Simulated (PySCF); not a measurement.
## MgAl⁻ at ROHF-SCS-MP2

Computed with ROHF-SCS-MP2; Mg aug-cc-pVDZ-DK, Al aug-cc-pVDZ-DK; spin-free X2C with a Gaussian nucleus (PySCF 2.14).

For MgAl⁻, the state is ³Σ⁻ (triplet), unpaired electrons π ↑↑, the bond length is 2.790 Å and the harmonic wavenumber is 223 cm⁻¹. The force constant is 0.372 mdyn/Å. The rotational constant Be is 0.1706 cm⁻¹, the anharmonicity ωexe is 2.87 cm⁻¹ and the vibration–rotation constant αe is 0.00228 cm⁻¹.

Correlated steps freeze 6 core orbitals. The state is the lowest determinant that a PBE0 search found; another state may lie lower at other levels.
